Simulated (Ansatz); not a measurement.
Input file:

```yaml
crystal:
  periodic: [false, false, false]
  atoms:
    - {symbol: Si, position_ang: [0.000090, -0.000062, -0.043737]}
    - {symbol: H, position_ang: [1.415348, 0.014593, 0.409118]}
    - {symbol: H, position_ang: [-0.721058, 1.220018, 0.403029]}
    - {symbol: H, position_ang: [-0.696788, -1.232882, 0.406559]}
basis:
  gaussian: {orbitals: 6-31G}
magnetization: {spin_polarized: true, initial_magnetization: 1}
correlation: {method: ccsdtq, electrons: outside_noble_gas}
```

```sh
$ ansatz run in.yaml --threads 1 --pin off --events-out ev --progress --plain --max-ram 2393MiB
```

Output:

```
402 factors; integrals over basis functions are off by at most 3.1e-8 eV
mean field evaluation 1: about -7906.3562 eV, gradient 5.2e0 eV
mean field evaluation 2: about -7906.3581 eV, gradient 5.2e0 eV
mean field evaluation 4: about -7906.7195 eV, gradient 4.9e-1 eV
mean field evaluation 8: about -7906.7272 eV, gradient 7.6e-3 eV
mean field evaluation 16: about -7906.7210 eV, gradient 2.6e-1 eV
mean field -7906.72717202 eV, -290.5668641995 hartree, gradient 2.5e-6 eV, S^2 0.755172; 0 other end points of the search recorded, 0 dependent functions left out
5 core orbitals not correlated: weight in the atoms' cores, before any rotation towards them, 1.000 or more for the frozen orbitals, at most 0.000 for the correlated occupied ones
reference -7906.72717202 eV, -290.5668641995 hartree; 4, 3 occupied and 10, 11 virtual orbitals, 402 factors
second order -1.32324288 eV of doubles, -0.00000000 eV of singles
cycle   1  -1.67712067 eV  change   -3.5e-1 eV  update   5.0e-2
cycle   2  -1.87481143 eV  change   -2.0e-1 eV  update   2.2e-2
cycle   3  -1.88671332 eV  change   -1.2e-2 eV  update   5.7e-3
cycle   4  -1.88908618 eV  change   -2.4e-3 eV  update   2.1e-3
cycle   5  -1.88885811 eV  change    2.3e-4 eV  update   8.1e-4
cycle   6  -1.88895932 eV  change   -1.0e-4 eV  update   2.9e-4
cycle   7  -1.88905552 eV  change   -9.6e-5 eV  update   6.3e-5
cycle   8  -1.88902594 eV  change    3.0e-5 eV  update   2.6e-5
cycle   9  -1.88901722 eV  change    8.7e-6 eV  update   7.9e-6
cycle  10  -1.88902156 eV  change   -4.3e-6 eV  update   2.0e-6
cycle  11  -1.88902207 eV  change   -5.0e-7 eV  update   7.3e-7
Total energy: -7908.61619408 eV, -290.6362844800 hartree
```

For the same geometry and basis full CI lies 0.1 meV higher.

Ran on 1 thread of Intel Xeon Platinum 8488C, shared host: 8 s wall, 0.16 GiB peak host memory.
